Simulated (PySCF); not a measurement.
## Energy profile

The step: CH₅B ([BH2][CH3]) + NH₃ → BNH₄ ([BH2][NH2]) + CH₄; bonds formed: C2–H5; dative contacts that become bonds: B1–N6; bonds broken: B1–C2, H5–N6 (atoms numbered as in the saddle structure below).

B1  (-0.607, -0.373, -0.320)
C2  (0.765, 0.792, -0.629)
H3  (-0.369, -1.310, -1.032)
H4  (-1.597, 0.268, -0.540)
H5  (0.399, 0.152, 0.515)
N6  (-0.396, -0.684, 1.208)
H7  (0.445, 0.865, -1.669)
H8  (0.728, 1.800, -0.208)
H9  (1.796, 0.427, -0.634)
H10  (-1.082, -0.329, 1.854)
H11  (-0.083, -1.608, 1.456)
(Å)

Electronic energies by CCSD(T) at an estimated basis limit (MP2 extrapolated from triple and quadruple zeta, plus CCSD(T) − MP2 in triple zeta), on PBE0-D4/def2-TZVP structures; CH8BN, closed shell; no counterpoise correction. Computed with PySCF 2.14 with density fitting (its default auxiliary sets; JK sets also for MP2 and CCSD(T)) (basis: def2-TZVPP and def2-QZVPP); correlated methods freeze the cores. Extrapolation: Hartree–Fock as exp(−7.88 √X), correlation as X^−2.97.

Task: Give the profile in kJ/mol, counted from the separated reactants. (An estimate is asked for; the value comes from the calculation.)

Result: By the calculation:
```tsv
point	kJ/mol
separated: CH5B (linked as [BH2][CH3]; B1, C2, H3, H4, H7, H8, H9; singlet) + NH3 (H5, N6, H10, H11; singlet)	0.0
start structure	-108.7
saddle	74.5
end structure	-149.0
separated: BNH4 (linked as [BH2][NH2]; B1, H3, H4, N6, H10, H11; singlet) + CH4 (C2, H5, H7, H8, H9; singlet)	-146.0
```

T1 diagnostic: at most 0.013.

The step is the kind of exchange with an N–H group that builds nitride films in atomic layer and chemical vapour deposition.

For scale, one of the runs: CCSD(T)/def2-TZVPP, 205 basis functions, launched by `OMP_NUM_THREADS=4 python run.py`. The run took 7.3 min on 4 CPU threads of an Intel Xeon (shared host), with 2.5 GiB of host memory at its peak.
